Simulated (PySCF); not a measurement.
CH₃, SMILES `[CH3]` (charge 0, multiplicity 2)

Level of theory: TPSSh-D3(BJ)/def2-TZVP // PBE-D3(BJ)/def2-SVP (PySCF 2.14.0).

The highest occupied spin orbital comes out as -6.06 eV and the dipole moment comes out as 0.00 D. The total energy is -39.8610 Ha. The cost comes out as roughly 23 core-seconds.

```xyz
4

C      0.0000     0.0000    -0.0001
H      1.0684    -0.2543    -0.0039
H     -0.7544    -0.7981     0.0007
H     -0.3140     1.0524     0.0032
```
Charge 0, spin multiplicity 2.
